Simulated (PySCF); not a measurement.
Atomic charges by several schemes

Species: SO₂.
Cartesian coordinates in Å at the PBE0-D3(BJ)/def2-TZVP level; atoms count from 1:
```
atom  x, y, z in Å
O1    -1.249    0.288    0.008
S2    -0.047   -0.488   -0.008
O3     1.213    0.190   -0.006
```

Density: PBE0/pcSseg-2 (PySCF); schemes: Mulliken, IAO, Hirshfeld and ESP-fitted. Isolated species at its PBE0-D3(BJ)/def2-TZVP geometry, gas phase.

Do the Mulliken, IAO, Hirshfeld and ESP-fitted schemes agree on where the charge is lowest?

All schemes pick atoms of one kind: Mulliken O1 and O3 (-0.388); IAO O1 and O3 (-0.747); Hirshfeld O1 and O3 (-0.236); ESP-fitted O1 (-0.281).

Which atoms carry the highest charge in the Mulliken, IAO, Hirshfeld and ESP-fitted schemes?

All schemes agree: Mulliken S2 (+0.776); IAO S2 (+1.494); Hirshfeld S2 (+0.473); ESP-fitted S2 (+0.560).

At which atom do the 4 schemes differ most?

At S2: from +0.473 (Hirshfeld) to +1.494 e (IAO), 1.021 e apart.

Give the atomic charges in each scheme.

In e:

| atom | environment | Mulliken | IAO | Hirshfeld | ESP-fitted |
| --- | --- | --- | --- | --- | --- |
| O1 | oxygen bonded to S | -0.388 | -0.747 | -0.236 | -0.281 |
| S2 | sulfur bonded to 2 O | +0.776 | +1.494 | +0.473 | +0.560 |
| O3 | oxygen bonded to S | -0.388 | -0.747 | -0.236 | -0.280 |

Mean size of the charges over all atoms: IAO 0.996 e, Mulliken 0.518 e, ESP-fitted 0.374 e, Hirshfeld 0.315 e. Each set sums to the total charge, 0, to within 0.001 e. The ESP scheme fits charges at the nuclei, held to the total charge, to the electrostatic potential on points at 1.4 to 2.0 times the van der Waals radii.

How many electrons does the IAO scheme count on S2?

Z − q = 16 − (+1.494) = 14.506.

Sum the charges by element, for elements with more than one atom.

| element | atoms | Mulliken | IAO | Hirshfeld | ESP-fitted |
| --- | --- | --- | --- | --- | --- |
| O | 2 | -0.776 | -1.494 | -0.473 | -0.560 |

These values come from a run that also computed NMR shieldings. Hardware: an AMD EPYC 9R45 with one thread, shared host. Cost: 2.5 s wall, 0.41 GiB resident at most.
